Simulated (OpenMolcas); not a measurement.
# One shape, several levels: BSiH3S (SMILES B1[SiH2]S1)

Wanted: a comparison of 6 runs (HF/def2-SVP, B3LYP/6-31G*, PBE0/def2-SVPD, M06-2X/cc-pVTZ, SOS-MP2/pc-2) of BSiH3S. 

Program for the calculation: OpenMolcas 26.06.

1 further run of the same task is left out (set aside as unsound or not needed).

### Step 1. The system as given

The species is BSiH3S (6 atoms), meant as a singlet with charge 0. SMILES: `B1[SiH2]S1`. The coordinates come from a GFN2-xTB relaxation.

Bond lengths: B1–Si2 1.906 Å, B1–S3 1.749 Å, Si2–S3 2.257 Å, B1–H4 1.160 Å, Si2–H5 1.460 Å, Si2–H6 1.461 Å. Angles: B1–Si2–S3 48.8°, Si2–B1–S3 76.1°, B1–S3–Si2 55.1°, B1–Si2–H5 124.7°, B1–Si2–H6 124.7°, S3–Si2–H5 106.9°, S3–Si2–H6 107.0°, Si2–B1–H4 152.4°, S3–B1–H4 131.5°, H5–Si2–H6 109.1°.

### Step 2. Energy and forces at HF/def2-SVP (run 1)

The input, mol.input:

```
* BH3SSi Hartree-Fock

&GATEWAY
 BasLib=$CurrDir
 Coord
 6
 angstrom
 B       -0.763490      -0.811330      -0.306860
 Si       0.197380       0.786440       0.090290
 S        0.782820      -1.385420       0.273400
 H       -1.703590      -1.380270      -0.679020
 H        1.168520       1.415090      -0.799920
 H        0.318370       1.375500       1.422110
 Basis=def2-SVP
 Group=NoSym

&SEWARD

&SCF
 Thresholds=1e-10 1e-07 1e-07 1e-05
 PrOrbitals=1 1

&ALASKA
```

The basis set def2-SVP is read from a file made from the Basis Set Exchange's data (not shown).

Command:

```console
$ export MOLCAS_MEM=1860
$ pymolcas mol.input > mol.log
```

The log of the run:

```text
--- Start Module: gateway ---
[...]
--- Stop Module: gateway /rc=_RC_ALL_IS_WELL_ ---
[...]
      Basis functions           65
[...]
--- Start Module: scf ---
[...]
       Convergence after  13 Iterations
[...]
::    Total SCF energy                               -712.6498457373
[...]
      Total spin, S                                     0.0000000000
[...]
      Total electronic charge=   38.000000
      Total            charge=   -0.000000
[...]
      Dipole Moment (debye):
      Origin of the operator (angstrom)=    0.2964   -0.4028    0.1059
                   X= -9.2697E-01               Y=  1.8416E+00               Z= -3.2110E-01           Total=  2.0866E+00
      Quadrupole Moment (debye*angstrom):
[...]
--- Stop Module: scf /rc=_RC_ALL_IS_WELL_ ---
[...]
--- Start Module: alaska ---
[...]
 *              Molecular gradients               *
 **************************************************
  Irreducible representation: a
 ------------------------------------------------------------------------------------------
                              X                       Y                       Z
 ------------------------------------------------------------------------------------------
  B1                3.27991093546842E-03    1.14228189008931E-02    1.57846786030147E-03
  SI2              -2.72832485768109E-02    5.65113950258933E-03   -1.08939509977073E-02
  S3                6.87179118433079E-04   -8.51568107829692E-03    3.94548825912722E-05
  H4                1.44386590249725E-02    4.84028605084874E-03    5.56905135196728E-03
  H5                2.14958432801327E-03   -6.96263956183341E-03    7.52091091603324E-03
  H6                6.72791517007365E-03   -6.43592381435276E-03   -3.81393401318153E-03
 ------------------------------------------------------------------------------------------
--- Stop Module: alaska /rc=_RC_ALL_IS_WELL_ ---
[...]
```

It took 3.9 s on 1 thread of Arm Neoverse V1, shared host; peak memory 0.4 GiB.

### Step 3. Energy and forces at B3LYP/6-31G(d) (spherical functions) (run 2)

The input, run.input:

```
&GATEWAY
 BasLib=$CurrDir
 Coord
 6
 angstrom
 B       -0.763490      -0.811330      -0.306860
 Si       0.197380       0.786440       0.090290
 S        0.782820      -1.385420       0.273400
 H       -1.703590      -1.380270      -0.679020
 H        1.168520       1.415090      -0.799920
 H        0.318370       1.375500       1.422110
 Basis=6-31Gs
 Group=NoSym

&SEWARD
 GridInput
 Grid=UltraFine
 End of Grid

&SCF
 KSDFT=B3LYP
 Thresholds=1e-10 1e-07 1e-07 1e-05
 PrOrbitals=1 1

&ALASKA
```

The basis set 6-31G* is read from a file made from the Basis Set Exchange's data (not shown).

Command:

```console
$ export MOLCAS_MEM=1860
$ pymolcas run.input > run.log
```

The log of the run:

```text
--- Start Module: gateway ---
[...]
--- Stop Module: gateway /rc=_RC_ALL_IS_WELL_ ---
[...]
      Basis functions           56
[...]
--- Start Module: scf ---
[...]
       Convergence after  14 Iterations
[...]
::    Total KS-DFT energy                            -714.3330540407
[...]
      Total spin, S                                     0.0000000000
[...]
      Total electronic charge=   38.000000
      Total            charge=   -0.000000
[...]
      Dipole Moment (debye):
      Origin of the operator (angstrom)=    0.2964   -0.4028    0.1059
                   X= -5.2632E-01               Y=  1.3925E+00               Z= -1.7646E-01           Total=  1.4991E+00
      Quadrupole Moment (debye*angstrom):
[...]
--- Stop Module: scf /rc=_RC_ALL_IS_WELL_ ---
[...]
--- Start Module: alaska ---
[...]
 *              Molecular gradients               *
 **************************************************
  Irreducible representation: a
 ------------------------------------------------------------------------------------------
                              X                       Y                       Z
 ------------------------------------------------------------------------------------------
  B1                3.59390016956418E-03    9.10940711271291E-03    1.63993542427221E-03
  SI2              -1.41420652527575E-02    2.04386578634086E-03   -5.91016836003799E-03
  S3               -3.02587948056221E-03   -2.62437860001441E-03   -1.25875239032514E-03
  H4                1.20929704636916E-02    3.84120524044373E-03    4.65751672315728E-03
  H5               -2.29563171903369E-03   -6.47273728806219E-03    8.05729198235161E-03
  H6                3.77670581908263E-03   -5.89736225144444E-03   -7.18582337940354E-03
 ------------------------------------------------------------------------------------------
--- Stop Module: alaska /rc=_RC_ALL_IS_WELL_ ---
[...]
```

Run time: 16 s. Hardware: 1 thread of Arm Neoverse V1, shared host; peak memory 0.39 GiB.

Runs 3 to 5 aren't shown in full; the table further down has their settings and results.

### Step 4. A single-point energy at SOS-MP2/pc-2 (Cholesky decomposition) (run 6)

The input, mol.input:

```
* BH3SSi SOS-MP2

&GATEWAY
  BasisSet
  B.pc-2....
  B1 -0.763490 -0.811330 -0.306860 angstrom
  End of Basis
  BasisSet
  Si.pc-2....
  Si2 0.197380 0.786440 0.090290 angstrom
  End of Basis
  BasisSet
  S.pc-2....
  S3 0.782820 -1.385420 0.273400 angstrom
  End of Basis
  BasisSet
  H.pc-2....
  H4 -1.703590 -1.380270 -0.679020 angstrom
  H5 1.168520 1.415090 -0.799920 angstrom
  H6 0.318370 1.375500 1.422110 angstrom
  End of Basis

&SEWARD
  High

&SCF
  PrOrbitals
  1 2

&MBPT2
  SOSMP2
  Frozen
  11
```

Command:

```console
$ export MOLCAS_MEM=1860
$ pymolcas mol.input > mol.log
```

The log of the run:

```text
--- Start Module: gateway ---
[...]
--- Stop Module: gateway /rc=_RC_ALL_IS_WELL_ ---
[...]
      Basis functions          140
[...]
--- Start Module: scf ---
[...]
       Convergence after  12 Iterations
[...]
::    Total SCF energy                               -712.9143757873
[...]
      Total spin, S                                     0.0000000000
[...]
      Total electronic charge=   38.000000
      Total            charge=   -0.000000
[...]
      Dipole Moment (debye):
      Origin of the operator (angstrom)=    0.2964   -0.4028    0.1059
                   X= -9.2171E-01               Y=  1.9675E+00               Z= -3.1675E-01           Total=  2.1956E+00
      Quadrupole Moment (debye*angstrom):
[...]
--- Stop Module: scf /rc=_RC_ALL_IS_WELL_ ---
[...]
--- Start Module: mbpt2 ---
[...]
WARNING!
Default frozen orbitals as non valence orbitals is overwritten by user input.
Default values:   8
[...]
::    Total MBPT2 energy                             -713.3000699211
[...]
--- Stop Module: mbpt2 /rc=_RC_ALL_IS_WELL_ ---
[...]
```

It took 24 s on 1 thread of Arm Neoverse V1, shared host.

### Step 5. The series

```tsv
run	level	integration grid	Cartesian functions	energy (Eh)	dipole moment (D) of the reference	HOMO energy (eV)	LUMO energy (eV)	wall time
1	HF/def2-SVP	–	no	-712.649846	2.09	-9.81	1.82	3.9 s
2	B3LYP/6-31G* (spherical functions)	UltraFine	no	-714.333054	1.50	-7.22	-1.83	16 s
3	B3LYP/6-31G* (Cartesian functions)	UltraFine	yes	-714.338117	1.50	-7.22	-1.83	17 s
4	PBE0/def2-SVPD	UltraFine	no	-713.808158	1.39	-7.56	-1.93	35 s
5	M06-2X/cc-pVTZ	UltraFine	no	-714.320760	1.46	-8.44	-0.95	98 s
6	SOS-MP2/pc-2 (Cholesky decomposition)	–	no	-713.300070	2.20	-9.79	1.46	24 s
```

### Step 6. Outcome

| quantity | value |
| --- | --- |
| run 6: total energy | -713.30007 Eh |
| run 6: dipole moment (mean-field density) | 2.20 D |
| run 6: HOMO energy (Hartree–Fock orbitals) | -9.79 eV |
| run 6: LUMO energy (Hartree–Fock orbitals) | 1.46 eV |
| run 6: HOMO–LUMO gap (Hartree–Fock orbitals) | 11.25 eV |
| run 6: correlation energy (11 core orbitals frozen) | -385.7 mEh |

**Reading.** Over runs 1, 2, 3, 4, 5 the dipole moment (its size) runs from 1.39 D (PBE0/def2-SVPD) to 2.09 D (HF/def2-SVP). The two ends differ in method and basis. Over runs 1, 2, 3, 4, 5 the HOMO–LUMO gap runs from 5.39 eV (B3LYP/6-31G*) to 11.62 eV (HF/def2-SVP). Totals of different functionals can't be ranked against each other. All runs together took 3.2 min, the longest 98 s.
